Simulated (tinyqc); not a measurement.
UKS/BP86 in the sto-3g basis, for BH, spin multiplicity 3, step by step. One step of it, computed by the program tinyqc.

Question. Iteration 1: building the Kohn-Sham matrix. J_ij = sum D_kl (ij|kl) with D = D(alpha) + D(beta); F = H + J + V_xc; E = tr D H + tr D J / 2 + E_xc + E_nn.

D(alpha) at the start, order 1B 1s, 1B 2s, 1B 2px, 1B 2py, 1B 2pz, 2H 1s:
$$\begin{pmatrix}
1.455154 & -0.383647 & 0.000000 & 0.000000 & 0.002109 & -0.016085 \\
-0.383647 & 1.431981 & 0.000000 & 0.000000 & -0.006847 & 0.061041 \\
0.000000 & 0.000000 & 0.213946 & 0.000000 & 0.000000 & 0.000000 \\
0.000000 & 0.000000 & 0.000000 & 0.213946 & 0.000000 & 0.000000 \\
0.002109 & -0.006847 & 0.000000 & 0.000000 & 0.208935 & 0.031347 \\
-0.016085 & 0.061041 & 0.000000 & 0.000000 & 0.031347 & 0.661960
\end{pmatrix}$$

D(beta) at the start, order 1B 1s, 1B 2s, 1B 2px, 1B 2py, 1B 2pz, 2H 1s:
$$\begin{pmatrix}
0.727577 & -0.191824 & 0.000000 & 0.000000 & 0.001055 & -0.008043 \\
-0.191824 & 0.715991 & 0.000000 & 0.000000 & -0.003424 & 0.030520 \\
0.000000 & 0.000000 & 0.106973 & 0.000000 & 0.000000 & 0.000000 \\
0.000000 & 0.000000 & 0.000000 & 0.106973 & 0.000000 & 0.000000 \\
0.001055 & -0.003424 & 0.000000 & 0.000000 & 0.104468 & 0.015674 \\
-0.008043 & 0.030520 & 0.000000 & 0.000000 & 0.015674 & 0.330980
\end{pmatrix}$$

core Hamiltonian H = T + V (hartree), order 1B 1s, 1B 2s, 1B 2px, 1B 2py, 1B 2pz, 2H 1s:
$$\begin{pmatrix}
-12.551363 & -3.249350 & 0.000000 & 0.000000 & -0.004983 & -0.062755 \\
-3.249350 & -3.642702 & 0.000000 & 0.000000 & -0.050908 & -0.277648 \\
0.000000 & 0.000000 & -2.839676 & 0.000000 & 0.000000 & 0.000000 \\
0.000000 & 0.000000 & 0.000000 & -2.839676 & 0.000000 & 0.000000 \\
-0.004983 & -0.050908 & 0.000000 & 0.000000 & -2.863948 & -0.339467 \\
-0.062755 & -0.277648 & 0.000000 & 0.000000 & -0.339467 & -1.617887
\end{pmatrix}$$

Two-electron integrals (ij|kl) in chemists' order, unique and non-zero (hartree):
```
(11|11) 2.923513   (21|11) 0.518376   (21|21) 0.109262   (22|11) 0.744229
(22|21) 0.193177   (22|22) 0.544804   (31|31) 0.020264   (32|31) 0.029996
(32|32) 0.120346   (33|11) 0.742491   (33|21) 0.193240   (33|22) 0.544682
(33|33) 0.586773   (41|41) 0.020264   (42|41) 0.029996   (42|42) 0.120346
(43|43) 0.031630   (44|11) 0.742491   (44|21) 0.193240   (44|22) 0.544682
(44|33) 0.523513   (44|44) 0.586773   (51|51) 0.020264   (52|51) 0.029996
(52|52) 0.120346   (53|53) 0.031630   (54|54) 0.031630   (55|11) 0.742491
(55|21) 0.193240   (55|22) 0.544682   (55|33) 0.523513   (55|44) 0.523513
(55|55) 0.586773   (61|11) 0.009676   (61|21) 0.002041   (61|22) 0.003650
(61|33) 0.003633   (61|44) 0.003633   (61|51) 0.000173   (61|52) 0.000322
(61|55) 0.003688   (61|61) 0.000040   (62|11) 0.042314   (62|21) 0.011262
(62|22) 0.037630   (62|33) 0.036455   (62|44) 0.036455   (62|51) 0.001220
(62|52) 0.008869   (62|55) 0.039936   (62|61) 0.000229   (62|62) 0.004954
(63|31) 0.000794   (63|32) 0.004337   (63|53) 0.001465   (63|63) 0.000376
(64|41) 0.000794   (64|42) 0.004337   (64|54) 0.001465   (64|64) 0.000376
(65|11) 0.051214   (65|21) 0.013736   (65|22) 0.047700   (65|33) 0.045600
(65|44) 0.045600   (65|51) 0.001915   (65|52) 0.013574   (65|55) 0.051844
(65|61) 0.000285   (65|62) 0.007103   (65|65) 0.010374   (66|11) 0.230257
(66|21) 0.062012   (66|22) 0.229757   (66|33) 0.222018   (66|44) 0.222018
(66|51) 0.004974   (66|52) 0.050127   (66|55) 0.245087   (66|61) 0.001243
(66|62) 0.045481   (66|65) 0.070428   (66|66) 0.774606
```

nuclear repulsion = 1.15138645 hartree

V_xc(alpha) (hartree), order 1B 1s, 1B 2s, 1B 2px, 1B 2py, 1B 2pz, 2H 1s:
$$\begin{pmatrix}
-2.062225 & -0.308014 & 0.000000 & 0.000000 & 0.000064 & -0.005797 \\
-0.308014 & -0.468751 & 0.000000 & 0.000000 & -0.000994 & -0.034249 \\
0.000000 & 0.000000 & -0.463308 & 0.000000 & 0.000000 & 0.000000 \\
0.000000 & 0.000000 & 0.000000 & -0.463308 & 0.000000 & 0.000000 \\
0.000064 & -0.000994 & 0.000000 & 0.000000 & -0.465562 & -0.046376 \\
-0.005797 & -0.034249 & 0.000000 & 0.000000 & -0.046376 & -0.457767
\end{pmatrix}$$

V_xc(beta) (hartree), order 1B 1s, 1B 2s, 1B 2px, 1B 2py, 1B 2pz, 2H 1s:
$$\begin{pmatrix}
-1.723422 & -0.258624 & 0.000000 & 0.000000 & 0.000056 & -0.004871 \\
-0.258624 & -0.404596 & 0.000000 & 0.000000 & -0.000830 & -0.029684 \\
0.000000 & 0.000000 & -0.399981 & 0.000000 & 0.000000 & 0.000000 \\
0.000000 & 0.000000 & 0.000000 & -0.399981 & 0.000000 & 0.000000 \\
0.000056 & -0.000830 & 0.000000 & 0.000000 & -0.401864 & -0.040218 \\
-0.004871 & -0.029684 & 0.000000 & 0.000000 & -0.040218 & -0.398074
\end{pmatrix}$$

E_xc = sum of w rho eps_xc = -4.49577154 hartree

Give: Coulomb J; F(alpha); F(beta); total energy of this density.

Answer.

Coulomb J (hartree), order 1B 1s, 1B 2s, 1B 2px, 1B 2py, 1B 2pz, 2H 1s:
$$\begin{pmatrix}
8.3332 & 1.6701 & 0.0000 & 0.0000 & 0.0048 & 0.0314 \\
1.6701 & 3.3320 & 0.0000 & 0.0000 & 0.0504 & 0.2427 \\
0.0000 & 0.0000 & 3.3198 & 0.0000 & 0.0000 & 0.0000 \\
0.0000 & 0.0000 & 0.0000 & 3.3198 & 0.0000 & 0.0000 \\
0.0048 & 0.0504 & 0.0000 & 0.0000 & 3.3435 & 0.3159 \\
0.0314 & 0.2427 & 0.0000 & 0.0000 & 0.3159 & 1.9271
\end{pmatrix}$$

F(alpha) (hartree), order 1B 1s, 1B 2s, 1B 2px, 1B 2py, 1B 2pz, 2H 1s:
$$\begin{pmatrix}
-6.2804 & -1.8873 & 0.0000 & 0.0000 & -0.0001 & -0.0372 \\
-1.8873 & -0.7795 & 0.0000 & 0.0000 & -0.0015 & -0.0692 \\
0.0000 & 0.0000 & 0.0169 & 0.0000 & 0.0000 & 0.0000 \\
0.0000 & 0.0000 & 0.0000 & 0.0169 & 0.0000 & 0.0000 \\
-0.0001 & -0.0015 & 0.0000 & 0.0000 & 0.0140 & -0.0700 \\
-0.0372 & -0.0692 & 0.0000 & 0.0000 & -0.0700 & -0.1486
\end{pmatrix}$$

F(beta) (hartree), order 1B 1s, 1B 2s, 1B 2px, 1B 2py, 1B 2pz, 2H 1s:
$$\begin{pmatrix}
-5.9416 & -1.8379 & 0.0000 & 0.0000 & -0.0001 & -0.0362 \\
-1.8379 & -0.7153 & 0.0000 & 0.0000 & -0.0014 & -0.0646 \\
0.0000 & 0.0000 & 0.0802 & 0.0000 & 0.0000 & 0.0000 \\
0.0000 & 0.0000 & 0.0000 & 0.0802 & 0.0000 & 0.0000 \\
-0.0001 & -0.0014 & 0.0000 & 0.0000 & 0.0777 & -0.0638 \\
-0.0362 & -0.0646 & 0.0000 & 0.0000 & -0.0638 & -0.0889
\end{pmatrix}$$

total energy of this density = -24.936765 hartree

This density is the starting one; it is not idempotent, so its energy is not variational and may lie below the converged one.
